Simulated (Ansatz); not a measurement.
**[H···H···GeH$_{3}$], doublet along the distance H1-H2**

Starting geometry:

```yaml
atoms:
  - { symbol: H, position_ang: [-2.5984, 0.0000, 0.0000] }
  - { symbol: H, position_ang: [-1.8534, 0.0000, 0.0000] }
  - { symbol: Ge, position_ang: [0.0406, 0.0000, 0.0000] }
  - { symbol: H, position_ang: [0.5092, -1.4659, 0.0000] }
  - { symbol: H, position_ang: [0.5092, 0.7330, -1.2695] }
  - { symbol: H, position_ang: [0.5092, 0.7330, 1.2695] }
```

From there H2 is moved from one fragment to the other while all else, the fragments' distance too, stays fixed; atoms are numbered as listed. Energies are in kJ/mol, counted from the starting geometry at the same level. Kohn–Sham curves are unrestricted where that lies lower.

Basis cc-pVTZ; Ansatz 0.2.0. Only valence electrons are correlated (noble-gas cores and the filled d shells of p-block atoms frozen). R marks a restricted (for open shells ROHF) determinant, U an unrestricted one. No spin–orbit coupling is included, and no scalar relativity.

Functionals correlate the shells that the reference freezes, so part of their error here is the reference's.

Full CI isn't at hand for all of this; UCCSDT(Q) serves as the reference, and is uncertain by about the last step of the cluster series.

```
distance H1-H2 (Å)  UCCSDT(Q)   PBE  r2SCAN  PBE0  B3LYP  wB97M-V  B2PLYP  PBE-QIDH  RPA-PBE
             0.745        0.0   0.0     0.0   0.0    0.0      0.0     0.0       0.0      0.0
             0.797        2.1  -1.5    -0.4  -0.3    0.4      2.2     1.4       1.5      2.2
             0.901       16.0   7.4     9.4  10.0   12.0     16.8    14.2      14.2     16.6
             1.005       31.6  22.3    23.4  24.4   27.4     33.6    29.3      28.3     33.3
             1.109       46.4  40.3    38.8  40.3   44.2     49.7    44.2      41.5     49.9
```
